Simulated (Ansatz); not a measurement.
Basis-set extrapolation for C$_{4}$H$_{10}$S, SMILES `CSC(C)C` (PBE0-D4/def2-TZVP geometry, frozen core, Ansatz). Multiplicity 1, RHF reference.

|  | def2-TZVPP | def2-QZVPP |
| --- | --- | --- |
| HF | -554.894738 | -554.913753 |
| MP2 correlation | -0.891250 | -0.951461 |
| CCSD(T) correlation | -0.991866 | not run |

Energies in hartree. Use E(X) = E(∞) + A·exp(−7.88·√X) for Hartree–Fock and E(X) = E(∞) + B·X^(−2.97) for correlation, with X = 3 and 4, and add CCSD(T) minus MP2 of the smaller set to the MP2 limit.

Question: What is the CCSD(T) energy at the basis-set limit?

Answer: HF limit: -554.913753 + (-0.019015) × 0.13774 = -554.91637. MP2 limit: -0.951461 + (-0.060211) × 0.74074 = -0.99606. Higher-order term: -0.991866 − (-0.891250) = -0.10062. Total: -556.01305 hartree, 3.44 eV below CCSD(T)/def2-TZVPP.
